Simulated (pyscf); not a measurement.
**Routes from `[CH3][CH3]` + `[InH]` [singlet]**

Candidate steps break at most two bonds and form at most two. Each was searched with GFN2-xTB (tblite) first. PySCF, gas phase, ωB97X-D3(BJ)/def2-SVP geometries. Correlated levels are frozen-core, on RHF or UHF. ΔMP2 is the change of the MP2 total energy from the triple- to the quadruple-zeta basis. Energies: CCSD(T)/def2-TZVPP + ΔMP2(QZVPP), kcal/mol, from the separated reactants, singlet surface; ΔG‡ with ideal gas, 1 atm, RRHO with modes under 100 cm⁻¹ raised to 100, one conformer, R ln 2 for chiral ones without a mode under 150 cm⁻¹.

```json
[
 {"products": "H₃C–CH₂–InH₂", "type": "insertion", "ΔE‡": "59.4", "ΔE": "+9.4", "ΔG‡ 298 K": "64.6", "ΔG‡ 900 K": "80.8", "ν‡ (cm⁻¹)": "1081i"},
 {"products": "H₃C–InH–CH₃", "type": "insertion", "ΔE‡": "86.3", "ΔE": "-0.3", "ΔG‡ 298 K": "90.7", "ΔG‡ 900 K": "103.6", "ν‡ (cm⁻¹)": "671i"}
]
```

Row 1: On the reactant side the descent ends in a complex (not fully relaxed), 4.2 kcal/mol under the separated species and 67.8 kcal/mol under the saddle at ωB97X-D3(BJ)/def2-TZVP. 

Plain bond fissions and candidates not yet searched are not listed, and one of them may be faster. Each barrier is that of the saddle found; lower ones may exist. One closed-shell reference is unstable to symmetry breaking; treat the single-reference values with care. The CCSD(T) − MP2 part came from Ansatz, without density fitting, on the same reference. The frozen core leaves the outer d or s,p core shells of the metals and heavy elements correlated in the MP2 and CC values, and def2-TZVPP describes them poorly, which can shift differences by a few kcal/mol. Elements past Kr carry the def2 core potentials, without spin-orbit coupling.
